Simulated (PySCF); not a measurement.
## CH2, triplet: reading a ladder of total energies

Geometry: that of the CH2, singlet, kept fixed.

| atom | x (Å) | y (Å) | z (Å) |
| --- | --- | --- | --- |
| C | 0.0000 | -0.1011 | 0.0000 |
| H | 0.0000 | 0.6021 | -0.8621 |
| H | 0.0000 | 0.6021 | 0.8621 |

Basis cc-pVDZ; PySCF 2.14.0. Only valence electrons are correlated (noble-gas cores frozen), which leaves 6 electrons in 23 orbitals. Prefix R: restricted or restricted open-shell reference; prefix U: unrestricted.

Full CI is exact within this basis and frozen core; it isn't the basis-set limit. The frozen core follows each run's orbitals, which can shift R against U totals by a few meV.

Restricted and unrestricted runs freeze slightly different cores, so the step to full CI, which has another core, is uncertain by up to 0.1 kcal/mol.

| level | total energy (hartree) |
| --- | --- |
| UHF | -38.909063 |
| UMP2 | -39.003055 |
| UCCSD | -39.023350 |
| UCCSD(T) | -39.025229 |
| UCCSDT | -39.025644 |
| full CI | -39.025703 |

Question: What is the correlation energy at full CI, and what share of it do UMP2 and UCCSD(T) recover?

Answer: E(corr) = -39.025703 − (-38.909063) = -0.116640 hartree = -3.174 eV. UMP2: -0.093992 / -0.116640 = 80.58 %. UCCSD(T): -0.116166 / -0.116640 = 99.59 %.

Question: By how many kcal/mol does UCCSD(T) miss full CI (1 hartree = 627.509 kcal/mol), and which steps make up the rest?

Answer: -39.025229 − (-39.025703) = 0.000474 hartree = 0.30 kcal/mol. Steps: UCCSDT − UCCSD(T) = -0.26, full CI − UCCSDT = -0.04 kcal/mol. That is within 1 kcal/mol of the reference in this basis, which itself misses far more of the correlation at the basis-set limit.
